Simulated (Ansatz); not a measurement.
in.yaml

```yaml
crystal:
  periodic: [false, false, false]
  atoms:
    - {symbol: C, position_ang: [0.000000, 0.000000, -2.367467]}
    - {symbol: P, position_ang: [0.000000, 0.000000, -0.771767]}
    - {symbol: H, position_ang: [0.000000, 0.000000, 3.139233]}
basis:
  gaussian: {orbitals: 6-31G}
magnetization: {spin_polarized: false}
correlation: {method: ccsdtq, electrons: outside_noble_gas}
```

```sh
$ ansatz run in.yaml --threads 1 --pin off --events-out ev --progress --plain --max-ram 2393MiB
```

The program prints:

```
498 factors; integrals over basis functions are off by at most 4.3e-8 eV
mean field evaluation 1: about -10300.3580 eV, gradient 2.0e1 eV
mean field evaluation 2: about -10300.3633 eV, gradient 2.0e1 eV
mean field evaluation 4: about -10299.0301 eV, gradient 3.0e1 eV
mean field evaluation 8: about -10304.3240 eV, gradient 1.4e0 eV
mean field evaluation 16: about -10304.3526 eV, gradient 2.0e0 eV
mean field evaluation 32: about -10299.0299 eV, gradient 3.0e1 eV
mean field evaluation 64: about -10299.7816 eV, gradient 1.1e-3 eV
mean field evaluation 96: about -10304.3295 eV, gradient 8.0e-1 eV
mean field evaluation 128: about -10291.2916 eV, gradient 2.5e1 eV
mean field evaluation 160: about -10285.5270 eV, gradient 5.2e-1 eV
...
mean field -10304.49459667 eV, -378.6831917902 hartree, gradient 2.1e-6 eV, S^2 0.000000; 11 other end points of the search recorded, 0 dependent functions left out; unrestricted orbitals would lower it
...
determinant -10304.49459667 eV, -378.6831917902 hartree, with singles and doubles -10311.87062097 eV, -378.9542556837 hartree
determinant -10304.33239374 eV, -378.6772309425 hartree, with singles and doubles -10312.67121509 eV, -378.9836769748 hartree
determinant -10303.57983473 eV, -378.6495749092 hartree, with singles and doubles -10312.34300084 eV, -378.9716153238 hartree
determinant -10299.78158932 eV, -378.5099919648 hartree, with no singles and doubles
determinant -10304.33239374 eV, -378.6772309425 hartree, with singles and doubles -10314.06477944 eV, -379.0348895200 hartree
determinant -10303.57983473 eV, -378.6495749092 hartree, with singles and doubles -10314.09443585 eV, -379.0359793733 hartree
...
unrestricted determinant -10311.02274604 eV, -378.9230968547 hartree, S^2 2.0388
6 core orbitals not correlated: weight in the atoms' cores, before any rotation towards them, 1.000 or more for the frozen orbitals, at most 0.000 for the correlated occupied ones
reference -10303.57983473 eV, -378.6495749092 hartree; 5, 5 occupied and 13, 13 virtual orbitals, 498 factors
second order -11.53694001 eV of doubles, -0.00000000 eV of singles
...
cycle  22  -11.26429438 eV  change   -3.8e-5 eV  update   1.4e-5
cycle  23  -11.26429734 eV  change   -3.0e-6 eV  update   7.5e-6
cycle  24  -11.26428949 eV  change    7.9e-6 eV  update   4.5e-6
cycle  25  -11.26427831 eV  change    1.1e-5 eV  update   2.3e-6
cycle  26  -11.26428103 eV  change   -2.7e-6 eV  update   9.8e-7
cycle  27  -11.26428017 eV  change    8.7e-7 eV  update   7.2e-7
cycle  28  -11.26428130 eV  change   -1.1e-6 eV  update   5.5e-7
cycle  29  -11.26428258 eV  change   -1.3e-6 eV  update   3.2e-7
cycle  30  -11.26428368 eV  change   -1.1e-6 eV  update   1.8e-7
cycle  31  -11.26428373 eV  change   -5.2e-8 eV  update   1.1e-7
WARN: these amplitudes may be one of several solutions (largest doubles amplitude 1.12, level shift 12.91 eV)
Total energy: -10314.84411846 eV, -379.0635297010 hartree
```

The determinant lies 0.91 eV above the lowest one of its kind in the log. The T1 diagnostic is 0.092.

For the same geometry and basis full CI lies 8.7 meV lower. By full CI's occupations no single determinant describes the state well. The program flagged this run's energy as in doubt. RHF is unstable: UHF (⟨S²⟩ = 2.04) lies 6.53 eV below the lowest RHF solution. Higher spins weren't run at this geometry and may lie near or lower.

Ran on 1 thread of Arm Neoverse V2, shared host: 15 s wall, 0.23 GiB peak host memory.
